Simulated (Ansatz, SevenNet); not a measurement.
# Trigonal Te, lattice parameter a

Reference value: 4.456 Å (measured, 293 K, no zero-point or thermal correction; as tabulated in Wikipedia's data pages).

### Question
Put these levels in order of the lattice parameter a that they give for trigonal Te, smallest first: LDA (Ansatz, a program for electronic structure), SevenNet-l3i5, r²SCAN (Ansatz).

### Answer
LDA (4.277 Å), SevenNet-l3i5 (4.553 Å), r²SCAN (4.621 Å)

Differences against the reference: SevenNet-l3i5 +2.18 %, LDA -4.02 %, r²SCAN +3.70 %.

The reference isn't brought to a static lattice, while the calculations are for one, so the differences are not the levels' errors alone.  LDA: LDA has no dispersion term either, though it tends to give short spacings of layers, chains or molecules. r²SCAN: for a layered or molecular solid the relaxed cell lies over 5 % above the published volume, where the minimum can be shallow. r²SCAN: the cell comes from a level without a dispersion term, which matters for the spacing of layers, chains or molecules. Cutoffs differ between the levels. Ansatz's density-functional and Hartree–Fock values are scalar-relativistic unless marked +SOC, with PAW data made under PBE.

Machine-learned potentials (SevenNet-l3i5) are trained on DFT data: a solid inside that data is no test of them.

Differences are worked out from the printed values.
